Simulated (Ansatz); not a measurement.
## GeH2⁺, doublet: the ladder up to full CI

Geometry: a point of a stretch scan, not a stationary point.

```xyz
3

Ge    0.0000   -0.0215    0.0015
H     0.0000    0.8074   -1.4609
H     0.0000    0.7436    1.3514
```

Basis aug-cc-pVDZ; Ansatz 0.2.0. Only valence electrons are correlated (noble-gas cores and the filled d shells of p-block atoms frozen), which leaves 5 electrons in 40 orbitals. Prefix R: restricted or restricted open-shell reference; prefix U: unrestricted. Active spaces: pair = (3e, 3o) about the gap; valence = (5e, 6o) chosen from the atoms' valence shells. No spin–orbit coupling is included, and no scalar relativity.

Full CI is exact within this basis and frozen core; it isn't the basis-set limit. The frozen core follows each run's orbitals, which can shift R against U totals by a few meV for light atoms and by up to 0.1 eV past Ca.

For open shells CISD is restricted-active-space CI with the open shells as a complete middle space.

The UHF ⟨S²⟩ is 0.762, the T1 diagnostic (RCCSD) is 0.0236 and the largest doubles amplitude (RCCSD) is 0.056.

| level | E − E(RHF) (eV) |
| --- | --- |
| RMP2 | -1.7456 |
| RCCSD | -2.3366 |
| RCCSD(T) | -2.3817 |

Task: Estimate how far full CI in aug-cc-pVDZ lies from RCCSD(T). The table doesn't fix it; the size of (T) and the diagnostics are the guide.

Result: Full CI in aug-cc-pVDZ lies 1.6 kJ/mol below RCCSD(T), which is 37 % of the (T) step (-4.4 kJ/mol). The diagnostics give no warning, yet the rest is a sizeable part of (T).

The other levels:

| level | E − E(full CI) (kJ/mol) | share of correlation (%) | wall time |
| --- | --- | --- | --- |
| CISD | 11.2 | 95.15 | 4.6 s |
| BCCD(T) | 1.6 | 99.32 | 8.6 s |
| RCCSDT | 0.0 | 99.99 | – |
| RCCSDT(Q) | 0.0 | 100.02 | 29 s |
| CASSCF (pair space) | 183.1 | 20.86 | – |
| NEVPT2 (pair space) | 56.4 | 75.63 | 6 s |
| MRCISD (pair space) | 7.4 | 96.80 | – |
| MRCISD+Q (pair space) | -1.4 | 100.61 | 6.5 s |
| CASSCF (valence space) | 119.8 | 48.25 | – |
| NEVPT2 (valence space) | 36.4 | 84.26 | 8.1 s |
| MRCISD (valence space) | 3.4 | 98.54 | – |
| MRCISD+Q (valence space) | 0.1 | 99.97 | 8.5 s |

The correlation energy at full CI, counted from RHF, is -2.399 eV. That run took 69 s on 1 thread of AMD EPYC, shared host over 3,897,078 determinants.

Run but not shown, since their state or frozen core can't be matched to the reference's or they repeat it: UHF, UMP2, UCCSD, UCCSD(T), UCCSDT, UCCSDT(Q).

Times hold each run's SCF and search for its determinant on a shared host, so for small cases they say little of a method's own cost; they ran on 1 thread of AMD EPYC.

Not variational, and here over 5 meV under the exact energy: MRCISD+Q (pair space).

The full-CI state has the irrep A' of Cs, in the program's axes.

Natural occupations of full CI about the gap: 1.952 1.933 0.991 0.037 0.024 0.021 0.008 0.007 0.006 0.004; effectively unpaired electrons, Σ n²(2−n)², 1.04.
